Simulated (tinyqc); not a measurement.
Inside a calculation. Method: RKS/PBE in the sto-3g basis, for H2F+, spin multiplicity 1. One step of it, computed by the program tinyqc.

Problem. Iteration 2: DIIS coefficients. Solve [B -1; -1 0][c; lambda] = [0; -1] for the coefficients, which sum to one.

B (overlaps of the stored error matrices):
```
                1               2
1   2.7580020e+00  -3.2958210e+00
2  -3.2958210e+00   5.7538986e+00
```

Give: DIIS coefficients.

Solution.

DIIS coefficients: 0.5992  0.4008
